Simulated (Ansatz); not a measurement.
System: rock-salt RbBr. Method: revPBE in Ansatz (plane waves, PAW).

Run with plane-wave cutoff 520 eV, 8×8×8 k mesh, Fermi–Dirac smearing 0.01 eV, scalar-relativistic PAW data made under PBE.

A third-order Birch–Murnaghan fit to the energies gives V0 = 46.978 Å³/atom, B0 = 9.12 GPa, B′ = 4.8.

| V (Å³/atom) | P (GPa) |
|---|---|
| 44.159 | 0.655 |
| 45.099 | ___ |
| 46.038 | 0.193 |
| 46.978 | 0.000 |
| 47.917 | -0.172 |
| 48.857 | ___ |
| 49.797 | -0.463 |

Estimate the withheld pressures from this fit; the answers are the runs' own values.


- 45.099, P (GPa): 0.411
- 48.857, P (GPa): -0.326

The formula P = (3/2) B0 (x^(7/3) − x^(5/3)) [1 + (3/4)(B′ − 4)(x^(2/3) − 1)] with x = V0/V meets the computed pressures within 0.01 GPa when these rounded values are put in.

Measured, for comparison: bulk modulus 16 GPa (4 K, zero-point motion not removed; as tabulated in Doll and Stoll (1998), arXiv:cond-mat/9801031); equilibrium volume per atom 39.69 Å³/atom (low temperature, zero-point motion not removed; as tabulated in Doll and Stoll (1998), arXiv:cond-mat/9801031). Computed (rounded) less measured: bulk modulus -43 %, equilibrium volume per atom +18.4 %.

Note: the cell is over a tenth larger than the published one: the level's own overestimate first of all, though another phase or state, or a fault of the published cell, is possible.

The computed numbers hold no vibrational or temperature effects.

Ansatz is a quantum-chemistry and plane-wave program.
